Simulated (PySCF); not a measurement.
## NMR data sheet: 1,1,2,2-tetrafluoroethane

* Formula: C2H2F4
* SMILES: FC(F)C(F)F
* InChI: InChI=1S/C2H2F4/c3-1(4)2(5)6/h1-2H
* Point group of the computed structure: C2h
* Degrees of unsaturation: 0
* Carbon signals: 1
* Proton signals: 1

Numbering as in the mapped SMILES `[F:1][CH:2]([F:3])[CH:4]([F:5])[F:6]`. Hydrogens are named by the atom that carries them.

Method: B97-2/pcSseg-2 with gauge-including orbitals, geometry from PBE0-D3(BJ)/def2-TZVP, in PySCF 2.14.0 with density-fitted response routines (averaged over atoms made equivalent by symmetry, fast rotation or ring inversion, gas phase, one computed conformer, relativity neglected).

Scale: TMS for ¹H, ¹³C; CFCl3 for ¹⁹F (reference shieldings calculated alike).

| carbon | δC, type | δH (multiplicity) | HMBC from (2–3 bonds) | span of the C tensor (ppm) |
| --- | --- | --- | --- | --- |
| C2/C4 | 118.8, CH | 5.66 (m) | H(C2)/H(C4) | 29 |

Other nuclei:
```tsv
atoms	nucleus	environment	δ (ppm)	σ (ppm)
F1/F3/F5/F6	¹⁹F	fluorine of a CF2 group	-148.5	324.5
```

Carbon types of the structure: 2 × CH, which accounts for all hydrogens. δC 118.8: sp3 CH bonded to 2 F; 2 electronegative neighbours deshield it. δH 5.66: hydrogen on an sp3 CH bonded to 2 F; its carbon carries F, an electronegative neighbour.

Splittings by ¹⁹F in the carbon and heteronuclear signals aren't shown, as no couplings were computed. Shifts are as computed. Against solution values, carbons near 30 ppm lie about +3 ppm off and those near 130 ppm about +7 ppm. Of 1211 compounds with measured shifts, 218 miss one by over three times the rms of a fit or turn the order of signals round; such compounds aren't used in these exercises. Unscaled 19F shifts against computed CFCl3 carry errors that often reach 10 to 50 ppm.
